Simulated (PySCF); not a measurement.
Compound: C2H3Cl2 (doublet state).
Geometry (PBE0-D3(BJ)/def2-SVP, Å), atoms numbered from 1 in this order:
```xyz
7
C2H3Cl2 angstrom
Cl     1.8183    0.5077   -1.1087
C      0.7968   -0.3327   -0.0361
C     -0.6400   -0.0525   -0.0350
Cl    -1.0440    1.4433    0.9304
H      1.2972   -0.8120    0.8082
H     -1.1979   -0.8735    0.4344
H     -1.0237    0.1294   -1.0473
```

The hyperfine couplings belong to this conformer and change with its torsions.

The species is `Cl[CH]CCl` [radical].

Method: PySCF 2.14.0, UKS B3LYP, IGLO-III on C Cl, pcH-1 on H, non-relativistic, mean-field spin-orbit, GIAO. One conformer (not necessarily the lowest) at the PBE0-D3(BJ)/def2-SVP geometry, without solvent, vibrations or thermal averaging. Stability of the SCF solution: not tested.

Problem. What is the g tensor, term by term?

Solution. 
| Δg (ppt) | 1 | 2 | 3 |
| --- | --- | --- | --- |
| relativistic mass correction | -0.20 | -0.20 | -0.20 |
| gauge correction | 0.00 | 0.03 | 0.03 |
| orbital Zeeman/spin–orbit | -0.09 | 4.45 | 8.26 |
| total | -0.29 | 4.29 | 8.09 |

So g = 2.00203, 2.00661, 2.01041 and g_iso = 2.00635; the tensor is rhombic: the two nearest values differ by 45 % of g3 − g1. Axes: g1 points within 13° of the C3–Cl4 bond.

Problem. At 33.881 GHz, how far is the centre of the isotropic spectrum from where a free electron (g = 2.002319) resonates?

Solution. B = hν/(g μB) with μB/h = 13.99624 MHz/mT gives 1208.96 mT for the free electron and 1206.53 mT at g_iso, 2.43 mT lower.

Problem. Average each term over the three axes. Which is largest in size?

Solution. The orbital-Zeeman/spin–orbit term 4.21, the mass correction -0.20 and the gauge correction 0.02 ppt, for a total of 4.03 ppt. The orbital-Zeeman/spin–orbit term is the largest in size. The mass correction is the same along every axis, so the anisotropy comes from the other two: their spans along these axes are 0.03 (gauge) and 8.34 ppt (orbital Zeeman/spin–orbit).

Problem. What effective moment and Curie constant follow for a powder?

Solution. With the mean of g² = 4.0254 and S(S+1) = 0.75: μ_eff = √(⟨g²⟩S(S+1)) = 1.738 μB and χT = 0.12505·⟨g²⟩·S(S+1) = 0.378 cm³ K/mol (cgs; spin-Hamiltonian part alone).

Problem. In a frozen sample, at which fields do the three g values resonate at 9.5, 34, 94 and 263 GHz (hyperfine left aside), and which band first spreads them over more than twice a line width of 0.3 mT?

Solution. 
```tsv
band	GHz	B(g3) mT	B(g2) mT	B(g1) mT	spread mT
X	9.5	337.62	338.26	339.03	1.41
Q	34.0	1208.32	1210.61	1213.38	5.06
W	94.0	3340.66	3346.99	3354.64	13.98
J	263.0	9346.74	9364.45	9385.86	39.12
```

The spread grows in proportion to the frequency. X band is the first where it exceeds 0.6 mT.

Largest spin populations (Mulliken): C2 (+0.86), Cl1 (+0.11) and Cl4 (+0.11). C2 is the only atom above +0.15. The angles at C2 add up to 357.2°, so it is nearly planar; its axial dipolar tensor and the negative coupling of its proton fit spin in a p orbital normal to that plane.

The HOMO–LUMO gaps are 6.65 eV among the α and 5.38 eV among the β orbitals.
